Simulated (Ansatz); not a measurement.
Problem. Name a neutral molecule of C, F, O, S and H with HOMO energy (PBE/def2-TZVPP) between -6.40 and -6.10 eV and size of the dipole moment (ωB97M-V/def2-TZVPP) between 1.50 and 1.80 D (Ansatz, PBE0-D4/def2-TZVP geometry).

Solution. `FC1(S)OCS1` (-6.19 eV, 1.53 D). Other molecules can fit too; these were computed, each in one conformer that needn't be the lowest.
